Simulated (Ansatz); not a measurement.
Wurtzite MgTe, treated with PBE in Ansatz (plane waves, PAW).

Settings: plane-wave cutoff 520 eV, 12×12×6 k mesh (along the axes of the cell as run), scalar-relativistic PAW data made under PBE.

Computed at the level's own relaxed cell.

Hill averages of the elastic tensor: K = 33.9 GPa, G = 12.1 GPa. Volume 34.482 Å³/atom, mean atomic mass 75.952 u.

Problem. Work out the density, the sound velocities of a polycrystal and the elastic Debye temperature at this level.

Solution. ρ = 1.66054 × 75.952/34.482 = 3.658 g/cm³. v_l = √[(K + 4G/3)/ρ] = 3.698 km/s and v_t = √(G/ρ) = 1.819 km/s. The mean follows from 3/v_m³ = 1/v_l³ + 2/v_t³: v_m = 2.042 km/s. Θ_D = (ħ/k_B) v_m (6π²/V)^(1/3) = 76.38 K Å s/km × 2.042 × 1.1975 Å⁻¹ = 187 K, counting all atoms of the cell.

Ansatz is a program for electronic structure.
